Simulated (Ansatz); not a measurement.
The first iterations of a band of H2 + H5NSi (9 atoms, charge 0, multiplicity 1).

Level of theory: RKS CAM-B3LYP/6-31G* (Ansatz 0.2.0).

* movable images: 9
* climbing image: yes
* spring: 0.5 eV/Å²
* optimiser: quadratic models (default)
* start path: through a guess of the saddle point
* force threshold: 0.05 eV/Å
* iteration limit: 60
* end points: relaxed

First end point:

```xyz
9
Properties=species:S:1:pos:R:3
Si -0.322 0.602 -0.013
N 0.057 -0.066 1.539
H -0.684 -0.468 2.099
H 0.728 0.406 2.130
H 0.956 0.889 -0.709
H -1.117 1.865 -0.012
H -1.108 -0.407 -0.765
H 1.746 -2.975 2.060
H 1.394 -2.349 1.852
```

Last end point:

```xyz
9
Properties=species:S:1:pos:R:3
Si 0.388 0.093 -0.453
N -0.046 -0.683 2.391
H -0.997 -0.988 2.580
H 0.147 0.092 3.021
H 0.612 0.481 -1.878
H 0.437 1.343 0.340
H -0.942 -0.555 -0.394
H 1.480 -0.840 -0.091
H 0.569 -1.446 2.663
```

| iteration | highest image above the first end (eV) | largest band force component (eV/Å) |
| --- | --- | --- |
| 1 | 3.989 | 7.806 |
| 2 | 2.618 | 2.307 |
| 3 | 2.131 | 8.245 |
| 4 | 1.945 | 1.020 |
| 5 | 1.679 | 0.572 |
| 6 | 1.679 | 0.790 |

Problem. Does the band converge within its limit, and where does its top end?

Solution. It converged. It ended after 19 iterations with the highest image 2.173 eV above the first end. Neighbouring images differ by up to 1.4 eV, so the band resolves the path poorly. Another band between the same ends (9 images) ends at a top of the same energy, where a vibrational analysis finds 1 clearly imaginary mode. The orbitals stay closed-shell, which can raise the energy where a bond breaks towards radicals; this wasn't checked here.

Time of the run: 4.7 min on 1 thread of Arm Neoverse V1, on a shared host, peak memory 0.1 GiB.
